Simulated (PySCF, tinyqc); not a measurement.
Ways to converge the cycle: SCF convergence aids in the sto-3g basis, for BH, spin multiplicity 1. Computed by the program tinyqc with PySCF. RHF with one setting changed at a time; a run stops when the energy changes by less than 1e-09 hartree and the error matrix is below 1e-5. The start is random orbitals. Damping d keeps d of the old density; a shift (hartree) raises the virtual levels; DIIS n extrapolates F over n matrices.

Geometry (angstrom):
```
atom       x       y       z
B     0.0000  0.0000  0.0000
H     0.0000  0.0000  2.4340
```

lowest restricted solution found by these runs and by PySCF = -24.523482 hartree

Largest element of the error matrix X^T (FDS - SDF) X:
```
iteration    plain  damping 0.3  damping 0.6  shift 0.4   DIIS 3   DIIS 8
1          4.9e+00      4.9e+00      4.9e+00    4.9e+00  4.9e+00  4.9e+00
2          4.4e-01      1.8e+00      3.1e+00    6.4e-01  4.4e-01  4.4e-01
3          3.0e-01      6.4e-01      2.0e+00    1.2e-01  3.0e-01  3.0e-01
4          1.8e-01      2.4e-01      1.2e+00    8.6e-02  7.3e-02  7.3e-02
5          1.4e-01      9.5e-02      7.9e-01    7.7e-02  4.4e-02  4.4e-02
6          1.1e-01      5.3e-02      5.0e-01    8.1e-02  3.4e-02  6.2e-02
8          3.8e-02      3.2e-02      2.1e-01    7.8e-02  6.2e-02  2.0e-02
10         1.1e-02      2.7e-02      8.6e-02    6.7e-02  9.0e-03  1.4e-03
14         4.4e-03      1.5e-02      2.9e-02    3.7e-02  1.5e-05  2.8e-06
20         9.5e-04      5.5e-03      2.0e-02    2.3e-02        -        -
30         7.3e-05      9.8e-04      8.2e-03    7.7e-03        -        -
45               -      7.3e-05      2.0e-03    1.4e-03        -        -
60               -            -      4.8e-04    2.4e-04        -        -
```

How each run ends:
```
run          iterations  E (hartree)                                                        state
plain                38    -24.52348                                                 lowest found
damping 0.3          57    -24.52348                                                 lowest found
damping 0.6         >60    -24.52348  falls steadily but slowly, by a factor of about 0.91 a step
shift 0.4           >60    -24.52348  falls steadily but slowly, by a factor of about 0.89 a step
DIIS 3               16    -24.52348                                                 lowest found
DIIS 8               15    -24.52348                                                 lowest found
```

What does the comparison show, and why?

4 of 6 runs reach the lowest restricted solution found, in 15 to 57 iterations (fastest: DIIS 8). Not converged: damping 0.6, shift 0.4. Plain steps already contract here, so damping only slows them. DIIS 3 and DIIS 8 gain by cancelling the error over several earlier matrices, much as a quasi-Newton step does. The restricted reference is unstable here: a spin-polarised solution lies 0.0986 hartree lower (PySCF), so results built on it describe a poor reference.
